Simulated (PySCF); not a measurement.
dichloromethane (CH2Cl2), SMILES ClCCl. Atoms are numbered in the order given.

```xyz
5

Cl    -1.4785     0.0000     0.2157
C      0.0000     0.0000    -0.7651
Cl     1.4785     0.0000     0.2157
H      0.0000    -0.9000    -1.3719
H      0.0000     0.9000    -1.3719
```

The structure is a stationary point at r2SCAN-D4/def2-TZVP.

Two levels are set side by side: PBE/pcJ-1 (PySCF) and B3LYP/pcJ-1 (PySCF). One-bond couplings, all four terms, same geometry. Isotopes: 13C, 1H, 35Cl. Differences are taken from unrounded values.

```
quantity          PBE
--------------  -----
¹J(C2,H4) (Hz)  171.2
¹J(C2,H5) (Hz)  171.2
```

### Question
These are the PBE values. What does B3LYP give? (The exact figures need the calculation; the answer reports its results.)

### Answer

```tsv
quantity	B3LYP	PBE minus B3LYP
¹J(C2,H4) (Hz)	185.8	-14.6
¹J(C2,H5) (Hz)	185.8	-14.6
```

Rough cost on one machine, each run with all the roots and properties that it gave: B3LYP against PBE within a factor of 2.
